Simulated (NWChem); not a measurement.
# AlH2O (SMILES [O][AlH2]): UPBEOP/6-31++G(d,p) (Cartesian functions)

Aim: the vertical electron affinity of AlH2O at UPBEOP/6-31++G** (Cartesian functions), from 2 runs. 

The calculation is run with NWChem 7.3.0.

5 further runs of the same task are left out: 1 that didn't finish, 4 set aside as unsound or not needed.

### 1 The system as given

AlH2O: 4 atoms, total charge 0, spin state doublet. SMILES: `[O][AlH2]`. Geometry: relaxed at PBE0-D4/def2-TZVP.

Bond lengths: O1–Al2 1.727 Å, Al2–H3 1.578 Å, Al2–H4 1.578 Å. Angles: O1–Al2–H3 115.8°, O1–Al2–H4 115.8°, H3–Al2–H4 128.3°.

### 2 The energy at UPBEOP/6-31++G(d,p) (Cartesian functions)

geom.nw reads:

```
start geom
memory stack 880 mb heap 220 mb global 1100 mb
charge 0

geometry units angstroms noautosym nocenter noautoz
  O        0.062600      -0.856300       1.401400
  Al       0.011300       0.029900      -0.080400
  H       -1.149600      -0.360800      -1.076000
  H        1.131100       1.126800      -0.265300
end

basis
  * library 6-31++G**
end

dft
  xc pbeop
  mult 2
  grid xfine
  iterations 100
  mulliken
end

task dft
```

On the command line:

```console
$ nwchem geom.nw > geom.out
```

What it wrote:

```text
[...]
          Wavefunction type:  spin polarized.
          No. of atoms     :     4
          No. of electrons :    23
[...]
          Charge           :     0
          Spin multiplicity:     2
[...]
          AO basis - number of functions:    54
[...]
              XC Information
              --------------
                        PBEOP Method XC Functional
          PerdewBurkeErnzerhof Exchange Functional  1.000
                    OP_PBE96 Correlation Potential  1.000
[...]
 d= 0,ls=0.0,diis     1   -318.2790028981 -3.62D+02  2.13D-01  4.05D-01     2.0
[...]
 d= 0,ls=0.0,diis    11   -318.6102052348 -6.67D-08  7.78D-07  9.29D-10    18.6
[...]
         Total DFT energy =     -318.610205234751
      One electron energy =     -528.727981437600
           Coulomb energy =      194.042111493551
    Exchange-Corr. energy =      -27.709469433699
 Nuclear repulsion energy =       43.785134142996
[...]
      Total Density - Mulliken Population Analysis
     ---------------------------------------------
    Atom       Charge   Shell Charges
 -----------   ------   -------------------------------------------------------
    1 O    8     8.30   1.99  0.94  2.74  1.08  1.56 -0.14  0.15 -0.01
    2 Al  13    12.46   2.00  1.99  5.96  1.02  1.18  0.15  0.06  0.04  0.04  0.03
    3 H    1     1.12   0.49  0.58  0.04  0.00
    4 H    1     1.12   0.49  0.58  0.04  0.00
[...]
      <S2> =      0.7541 (Exact =     0.7500)
[...]
```

Wall time 19 s (1 thread of Intel Xeon Platinum 8259CL at 2.50GHz (Skylake/Cascade Lake), shared host); peak memory 0.12 GiB.

### 3 The singlet anion, same level

alh2o.nw reads:

```
start alh2o
title "AlH2O"
memory stack 880 mb heap 220 mb global 1100 mb
charge -1

geometry units angstrom noautosym nocenter noautoz
   O     0.062600   -0.856300    1.401400
   Al    0.011300    0.029900   -0.080400
   H    -1.149600   -0.360800   -1.076000
   H     1.131100    1.126800   -0.265300
end

basis cartesian
   * library 6-31++G**
end

dft
   xc pbeop
   grid xfine
   maxiter 150
   mulliken
end

task dft energy
```

On the command line:

```console
$ nwchem alh2o.nw > alh2o.out
```

What it wrote:

```text
[...]
          Wavefunction type:  closed shell.
          No. of atoms     :     4
          No. of electrons :    24
[...]
          Charge           :    -1
          Spin multiplicity:     1
[...]
          AO basis - number of functions:    54
[...]
              XC Information
              --------------
                        PBEOP Method XC Functional
          PerdewBurkeErnzerhof Exchange Functional  1.000
                    OP_PBE96 Correlation Potential  1.000
[...]
 d= 0,ls=0.0,diis     1   -318.5803529736 -3.62D+02  7.06D-01  6.84D-01     1.5
[...]
 d= 0,ls=0.5,diis    56   -318.7006219451 -6.35D-09  8.83D-06  6.12D-09    59.9
         Total DFT energy =     -318.700621949634
      One electron energy =     -534.927249150215
           Coulomb energy =      200.370444620510
    Exchange-Corr. energy =      -27.928951562926
 Nuclear repulsion energy =       43.785134142996
[...]
      Total Density - Mulliken Population Analysis
     ---------------------------------------------
    Atom       Charge   Shell Charges
 -----------   ------   -------------------------------------------------------
    1 O    8     8.75   1.99  0.91  2.78  1.08  1.72 -0.10  0.39 -0.02
    2 Al  13    12.62   2.00  1.99  5.96  0.94  1.22  0.14  0.09  0.05  0.16  0.06
    3 H    1     1.31   0.50  0.66  0.15  0.00
    4 H    1     1.31   0.50  0.66  0.15  0.00
[...]
```

It took 62 s on 1 thread of Intel Xeon Platinum 8259CL at 2.50GHz (Skylake/Cascade Lake), shared host; peak memory 0.12 GiB.

### 4 What came out

Level: UPBEOP/6-31++G** (Cartesian functions).

| quantity | value |
| --- | --- |
| doublet AlH2O: total energy | -318.61021 Eh |
| doublet AlH2O: dipole moment | 2.32 D |
| doublet AlH2O: HOMO energy (highest over α and β) | -7.06 eV |
| doublet AlH2O: LUMO energy (lowest over α and β) | -6.07 eV |
| doublet AlH2O: ⟨S²⟩ | 0.754 |
| singlet anion: total energy | -318.70062 Eh |
| singlet anion: HOMO energy | 0.98 eV |
| singlet anion: LUMO energy | 3.16 eV |
| singlet anion: HOMO–LUMO gap (to an unbound level, set by the basis) | 2.17 eV |
| vertical electron affinity (to the singlet anion) | 2.460 eV |

**Reading.** At fixed nuclei the extra electron is bound by 2.46 eV (237 kJ/mol). Mulliken charges (doublet AlH2O) run from -0.30 on O1 to +0.54 on Al2; in a basis this large or diffuse they mean little. Mulliken charges (singlet anion) run from -0.75 on O1 to +0.38 on Al2; in a basis this large or diffuse they mean little. The HOMO (singlet anion) lies at positive energy, 0.98 eV, as semi-local functionals often give for anions; only total energies tell whether the electron is bound.
